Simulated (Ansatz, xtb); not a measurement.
AlH2PSi: which of two structures lies lower

We compare I, a singlet given by its coordinates, with II, a singlet given by its coordinates. Both are isolated molecules in the gas phase, relaxed with r2SCAN-D4/def2-SVP.

I (Å):

```json
{"atom": "Al", "x (Å)": "-1.2939", "y (Å)": "-1.2845", "z (Å)": "1.5162"}
{"atom": "P", "x (Å)": "0.6655", "y (Å)": "-0.8625", "z (Å)": "0.4321"}
{"atom": "Si", "x (Å)": "-0.8682", "y (Å)": "-1.9430", "z (Å)": "-0.6257"}
{"atom": "H", "x (Å)": "-2.2276", "y (Å)": "-1.1899", "z (Å)": "2.7837"}
{"atom": "H", "x (Å)": "-0.6860", "y (Å)": "-2.4204", "z (Å)": "-2.0391"}
```

Close contacts (Å): Al1–P2 2.28, Al1–Si3 2.28, P2–Si3 2.15, Al1–H4 1.58, Si3–H5 1.50.

II (Å):

```yaml
atoms:
  - { symbol: Al, position_ang: [-1.4305, -1.2181, 0.7839] }
  - { symbol: P, position_ang: [0.3330, -0.1252, 0.0429] }
  - { symbol: Si, position_ang: [0.5719, -2.2525, -0.4063] }
  - { symbol: H, position_ang: [-2.8326, -1.3126, 1.4918] }
  - { symbol: H, position_ang: [-0.9251, -2.8013, 0.2808] }
```

Close contacts (Å): Al1–P2 2.20, Al1–Si3 2.55, P2–Si3 2.19, Al1–H4 1.57, Al1–H5 1.74, Si3–H5 1.74.

Energies in hartree; the thermal terms are from r2SCAN-D4/def2-SVP harmonic frequencies (ideal gas, rigid rotor, one conformer each, 298.15 K, 1 atm) and include the zero-point energy:

|  | I | II |
| --- | --- | --- |
| E, CCSD(T)/def2-TZVPP | −873.121357 | −873.131467 |
| zero-point energy | 0.016874 | 0.016773 |
| H(298 K) − E | 0.022463 | 0.022161 |
| G(298 K) − E | −0.010896 | −0.010934 |

Question: Work out ΔE, ΔE₀, ΔH and ΔG for I → II in kcal/mol (1 Eh = 627.51 kcal/mol) and the equilibrium ratio [II]/[I].

Answer: 1. ΔE = −873.131467 − (−873.121357) = −0.010110 Eh = −6.34 kcal/mol.
2. ΔE₀ = ΔE + ΔZPE = −0.010110 + (−0.000101) Eh = −6.41 kcal/mol.
3. ΔH = ΔE + (−0.000302) Eh = −6.53 kcal/mol.
4. ΔG = ΔE + (−0.000038) Eh = −6.37 kcal/mol, so ΔS = (ΔH − ΔG)/T = −2.3 J/(mol K).
5. kT = 0.9442 mEh, so K = [II]/[I] = exp(−ΔG/kT) = exp(+10.75) ≈ 4.7 × 10^4.

Structure II is favoured at this temperature. An error of 1 kcal/mol in ΔG would change K by a factor of 5.4. Mirror images and further conformers aren't counted.

Other levels gave ΔE = −4.1 (r2SCAN-D4/def2-SVP); −4.7 (HF/def2-TZVPP); −5.6 (MP2/def2-TZVPP) kcal/mol. The correlated steps freeze 15 core orbitals. Programs: Ansatz 0.2.0.
